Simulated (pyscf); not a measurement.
This saddle point was located with ωB97X-D3(BJ)/def2-SVP in PySCF.

```
C
H 1 1.0925
H 1 1.0932 2 113.90
C 1 1.4284 2 120.20 3 -148.58
H 4 1.0946 1 116.95 2 141.77
H 4 1.0946 5 116.21 1 145.75
Al 4 2.0460 5 108.77 6 126.52
H 7 1.5868 4 112.11 5 -132.05
H 7 1.5889 8 125.75 4 -140.51
C 1 2.1350 2 84.90 3 90.01
H 10 1.0958 1 87.93 2 -85.80
H 10 1.0984 11 110.10 3 -115.18
H 10 1.1084 11 104.91 12 -114.96
```

Surface: singlet, charge 0. Lowest wavenumbers (cm⁻¹): 549i, 137, 201, 436, 452.

### Question
What reaction is this the transition state of?

### Answer
H₃C–AlH₂ + ethylene (H₂C=CH₂) ⇌ H₃C–CH₂–CH₂–AlH₂, an addition across a multiple bond or ene-type step read from left to right: Al–C broken and C–C, Al–C formed. At CCSD(T)/def2-TZVPP + ΔMP2(QZVPP) it lies +16.9 kcal/mol from the left side and +38.6 kcal/mol from the right (each side as separated species at their lowest minima found). On the reactant side the descent ends in a bound adduct, 13.1 kcal/mol under the separated species and 26.5 kcal/mol under the saddle at ωB97X-D3(BJ)/def2-TZVP. At the saddle there is also a short Al–C contact that neither side keeps. At ωB97X-D3(BJ)/def2-TZVP the barrier from the zero used here is 13.4 kcal/mol. H₃C–CH₂–CH₂–AlH₂ lies 24.5 kcal/mol over its isomer H₃C–Al(CH₃)–CH₃ (electronic energy, ωB97M-D3(BJ)/def2-TZVP). One saddle was located; it need not be the lowest between these sides. The CCSD(T) − MP2 part came from Ansatz, without density fitting, on the same reference.
